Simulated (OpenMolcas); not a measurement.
# N2H (dinitrogen monohydride) at 6 levels

We compute a comparison of 6 runs (U-r2SCAN/STO-3G, UB3LYP/STO-3G, UM06-2X/STO-3G, UPBE0/STO-3G, USVWN5/STO-3G, ROCCSD(T)/STO-3G) of N2H (dinitrogen monohydride). 

Program for the calculation: OpenMolcas 26.06.

**1. The structure to begin with**

N2H has 3 atoms, charge 0, and is taken as a doublet. SMILES: `[N]=N`. The N2–H3 distance was set to 1.849 Å, away from the relaxed value. At this shape a bond of the SMILES string is far longer than usual.

Bond lengths: N1–N2 1.165 Å.

**2. A single-point energy at U-r2SCAN/STO-3G (run 1)**

mol.input

```
* HN2 Kohn-Sham DFT

&GATEWAY
  BasLib = $CurrDir
  Coord
  3
  angstrom
  N        0.840433      -1.388299       0.315665
  N       -0.138757      -0.999289      -0.180615
  H       -0.441870       0.824430      -0.156080
  Basis = STO-3G
  Group = NoSym

&SEWARD
  GridInput
  Grid=UltraFine
  End of Grid

&SCF
  UHF
  Spin = 2
  KSDFT = 2
  1.0 MGGA_X_R2SCAN
  1.0 MGGA_C_R2SCAN
  Thresholds = 1e-10 1e-07 1e-07 1e-05
  PrOrbitals = 1 1
```

The basis set STO-3G is read from a file made from the Basis Set Exchange's data (not shown).

Command:

```console
$ export MOLCAS_MEM=1860
$ pymolcas mol.input > mol.log
```

Standard output:

```text
--- Start Module: gateway ---
[...]
--- Stop Module: gateway /rc=_RC_ALL_IS_WELL_ ---
--- Start Module: seward ---
[...]
      Basis functions           11
--- Stop Module: seward /rc=_RC_ALL_IS_WELL_ ---
--- Start Module: scf ---
[...]
       Convergence after  14 Iterations
[...]
::    Total KS-DFT energy                            -108.4946272334
[...]
      Total spin, S                                     0.5035731001
[...]
      Total electronic charge=   15.000000
      Total            charge=   -0.000000
[...]
      Dipole Moment (debye):
      Origin of the operator (angstrom)=    0.3233   -1.1237    0.0598
                   X= -1.0789E-01               Y=  3.2039E-01               Z= -2.5653E-02           Total=  3.3904E-01
      Quadrupole Moment (debye*angstrom):
[...]
--- Stop Module: scf /rc=_RC_ALL_IS_WELL_ ---
[...]
```

It took 4.5 s on 1 thread of Arm Neoverse V2, shared host; peak memory 0.37 GiB.

**3. A single-point energy at UB3LYP/STO-3G (run 2)**

mol.input

```
* HN2 Kohn-Sham DFT
>>> EXPORT MOLCAS_PRINT=2

&GATEWAY
 BasLib = $CurrDir
 Coord
 3
 angstrom
 N        0.840433      -1.388299       0.315665
 N       -0.138757      -0.999289      -0.180615
 H       -0.441870       0.824430      -0.156080
 Basis = STO-3G
 Group = NoSym

&SEWARD
 GridInput
 Grid=UltraFine
 End of Grid

&SCF
 UHF
 Spin = 2
 KSDFT = B3LYP
 Thresholds = 1e-10 1e-07 1e-07 1e-05
 PrOrbitals = 1 1
```

The basis set STO-3G is read from a file made from the Basis Set Exchange's data (not shown).

Command:

```console
$ export MOLCAS_MEM=1860
$ pymolcas mol.input > mol.log
```

Standard output:

```text
--- Start Module: gateway ---
[...]
--- Stop Module: gateway /rc=_RC_ALL_IS_WELL_ ---
--- Start Module: seward ---
[...]
      Basis functions           11
--- Stop Module: seward /rc=_RC_ALL_IS_WELL_ ---
--- Start Module: scf ---
[...]
       Convergence after  15 Iterations
[...]
::    Total KS-DFT energy                            -108.5220869930
[...]
      Total spin, S                                     0.5038096457
[...]
      Total electronic charge=   15.000000
      Total            charge=   -0.000000
[...]
      Dipole Moment (debye):
      Origin of the operator (angstrom)=    0.3233   -1.1237    0.0598
                   X= -9.0374E-02               Y=  2.7469E-01               Z= -2.0828E-02           Total=  2.8992E-01
      Quadrupole Moment (debye*angstrom):
[...]
--- Stop Module: scf /rc=_RC_ALL_IS_WELL_ ---
[...]
```

Run time: 4.2 s. Hardware: 1 thread of Arm Neoverse V2, shared host; peak memory 0.37 GiB.

Runs 3 to 4 aren't shown in full; the table further down has their settings and results.

**4. A single-point energy at USVWN5/STO-3G (run 5)**

mol.input

```
&gateway
baslib
$CurrDir
coord
3
angstrom
N        0.840433      -1.388299       0.315665
N       -0.138757      -0.999289      -0.180615
H       -0.441870       0.824430      -0.156080
basis
STO-3G
group
NoSym
&seward
gridinput
Grid=UltraFine
End of Grid
&scf
uhf
spin
2
ksdft
SVWN5
thresholds
1e-10 1e-07 1e-07 1e-05
prorbitals
1 1
```

The basis set STO-3G is read from a file made from the Basis Set Exchange's data (not shown).

Command:

```console
$ export MOLCAS_MEM=1860
$ pymolcas mol.input > mol.log
```

Standard output:

```text
--- Start Module: gateway ---
[...]
--- Stop Module: gateway /rc=_RC_ALL_IS_WELL_ ---
--- Start Module: seward ---
[...]
      Basis functions           11
--- Stop Module: seward /rc=_RC_ALL_IS_WELL_ ---
--- Start Module: scf ---
[...]
       Convergence after  15 Iterations
[...]
::    Total KS-DFT energy                            -107.6136394360
[...]
      Total spin, S                                     0.5015417346
[...]
      Total electronic charge=   15.000000
      Total            charge=   -0.000000
[...]
      Dipole Moment (debye):
      Origin of the operator (angstrom)=    0.3233   -1.1237    0.0598
                   X= -1.7463E-01               Y=  5.0052E-01               Z= -4.3412E-02           Total=  5.3189E-01
      Quadrupole Moment (debye*angstrom):
[...]
--- Stop Module: scf /rc=_RC_ALL_IS_WELL_ ---
[...]
```

Run time: 3.3 s. Hardware: 1 thread of Arm Neoverse V2, shared host; peak memory 0.37 GiB.

**5. A single-point energy at ROCCSD(T)/STO-3G (run 6)**

mol.inp

```
* HN2 CCSD(T)

&GATEWAY
 BasLib=$CurrDir
 Coord
 3
 angstrom
 N        0.840433      -1.388299       0.315665
 N       -0.138757      -0.999289      -0.180615
 H       -0.441870       0.824430      -0.156080
 Basis=STO-3G
 Group=NoSym

&SEWARD

&SCF
 UHF
 Spin=2
 Thresholds=1e-10 1e-07 1e-07 1e-05
 PrOrbitals=1 1

&RASSCF
 FileOrb=$Project.UnaOrb
 Spin=2
 Nactel=1 0 0
 Inactive=7
 Ras2=1
 OutOrbitals=Canonical
 OrbListing=Nothing

&MOTRA
 JobIph
 Frozen=2

&CCSDT
 CCT
 Triples=3
 Iterations=80
 Accuracy=1e-08
 Extrapolation=5 4
```

The basis set STO-3G is read from a file made from the Basis Set Exchange's data (not shown).

Command:

```console
$ export MOLCAS_MEM=1860
$ pymolcas mol.inp > mol.log
```

Standard output:

```text
--- Start Module: gateway ---
[...]
--- Stop Module: gateway /rc=_RC_ALL_IS_WELL_ ---
[...]
      Basis functions           11
[...]
       Convergence after  85 Iterations
[...]
::    Total SCF energy                               -107.9607759945
[...]
      Total spin, S                                     0.6893398378
[...]
      Number of active orbitals                  1
[...]
      Spin quantum number                      0.5
[...]
      Active orbitals                            1
[...]
      Number of CSFs                             1
[...]
      Number of root(s) required                 1
[...]
      Convergence after 13 iterations
[...]
      printout of CI-coefficients larger than  0.05 for root  1
      energy=    -107.950713
      conf/sym  1     Coeff  Weight
             1  u   1.00000 1.00000
      Natural orbitals and occupation numbers for root  1
      sym 1:   1.000000
      ************************************************************************************************************************
      *                                                    Final results                                                     *
[...]
::    RASSCF root number  1 Total energy:   -107.95071268
[...]
      Total electronic charge=   15.000000
      Total            charge=   -0.000000
[...]
      Dipole Moment (debye):
      Origin of the operator (angstrom)=    0.3233   -1.1237    0.0598
                   X= -2.9981E-03               Y= -2.7754E-03               Z= -1.9344E-03           Total=  4.5203E-03
      Quadrupole Moment (debye*angstrom):
[...]
--- Start Module: motra ---
[...]
      *** WARNING: Default frozen orbitals is overwritten by user input.
      *** Default values:   2
[...]
--- Stop Module: motra /rc=_RC_ALL_IS_WELL_ ---
--- Start Module: ccsdt ---
[...]
      Convergence after                    19  Iterations
      Total energy (diff) :    -108.12370029      -0.00000001
[...]
 METHOD                       : CCSD+T(CCSD)+<T3(1)WT1>+<T3(1)UT2> = CCSD(T)
[...]
       CCSD     =      -108.1237002877070
[...]
--- Stop Module: ccsdt /rc=_RC_ALL_IS_WELL_ ---
[...]
```

It took 3.3 s on 1 thread of Arm Neoverse V2, shared host; peak memory 0.37 GiB.

**6. The series**

```
run             level  integration grid  frozen core orbitals  energy (Eh)  dipole moment (D)  HOMO energy (eV)  LUMO energy (eV)  wall time
  1   U-r2SCAN/STO-3G         UltraFine                     –  -108.494627               0.34             -4.87             -0.46      4.5 s
  2     UB3LYP/STO-3G         UltraFine                     –  -108.522087               0.29             -5.62              0.13      4.2 s
  3    UM06-2X/STO-3G         UltraFine                     –  -108.520738               0.17             -7.32              1.65      4.5 s
  4      UPBE0/STO-3G         UltraFine                     –  -108.418096               0.30             -5.99              0.77      3.6 s
  5     USVWN5/STO-3G         UltraFine                     –  -107.613639               0.53             -3.91             -0.88      3.3 s
  6  ROCCSD(T)/STO-3G                 –                     2  -108.130063                  –                 –                 –      3.3 s
```

**7. Summary of results**

```
             quantity          value
  run 6: total energy  -108.13006 Eh
run 6: (T) correction      -6.36 mEh
```

Over runs 1, 2, 3, 4, 5 the dipole moment (its size) runs from 0.17 D (UM06-2X/STO-3G) to 0.53 D (USVWN5/STO-3G). Totals of different functionals can't be ranked against each other. In runs 1, 2, 3, 4, 5, 6 the basis is minimal, so the values are rough. All runs together took 23 s, the longest 4.5 s.
